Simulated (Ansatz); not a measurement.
# Forces on a displaced structure

BSiH4 (SMILES [BH][SiH3]), doublet, displaced at random from a GFN2-xTB minimum.

B1  (0.910, -0.766, 0.706)
Si2  (-0.299, 0.449, -0.145)
H3  (1.163, -1.990, 0.907)
H4  (-1.552, -0.076, -0.812)
H5  (0.260, 1.016, -1.305)
H6  (-0.650, 1.545, 0.628)
(Å)

Program: Ansatz 0.2.0. Basis: def2-TZVPP. Cores are frozen in the correlated methods; orbitals are unrestricted. B3LYP uses VWN-RPA correlation.

CCSD(T) forces from the calculation:
```json
{"atom": "B1", "Fx": "1.121", "Fy": "-2.334", "Fz (eV/Å)": "0.803"}
{"atom": "Si2", "Fx": "-1.642", "Fy": "-1.213", "Fz (eV/Å)": "-1.296"}
{"atom": "H3", "Fx": "-0.331", "Fy": "1.598", "Fz (eV/Å)": "-0.268"}
{"atom": "H4", "Fx": "0.113", "Fy": "-0.158", "Fz (eV/Å)": "0.568"}
{"atom": "H5", "Fx": "1.280", "Fy": "0.599", "Fz (eV/Å)": "-1.290"}
{"atom": "H6", "Fx": "-0.541", "Fy": "1.508", "Fz (eV/Å)": "1.482"}
```

(1) Which atom feels the largest CCSD(T) force, and how large is it?

T1 diagnostic: at most 0.016. ⟨S²⟩ of the unrestricted Hartree–Fock references: 0.76 (a pure state has 0.75). These are differences at one structure, and CCSD(T) in triple zeta is itself an approximation.

Answers

(1) B1, 2.71 eV/Å, along (0.41, -0.86, 0.30).

Root-mean-square difference of the force components from those of CCSD(T): PBE0-D4 0.123; wB97M-V 0.085; r2SCAN-D4 0.139; PBE-D4 0.240; B3LYP-D4 0.088; wB97X-V 0.043 eV/Å.

For scale, one of the runs: CCSD(T)/def2-TZVPP forces, 129 basis functions (an equivalent command: `ansatz run in.yaml --threads 4`). The run took 33 s on 4 CPU threads (shared host), with 2.3 GiB of host memory at its peak.
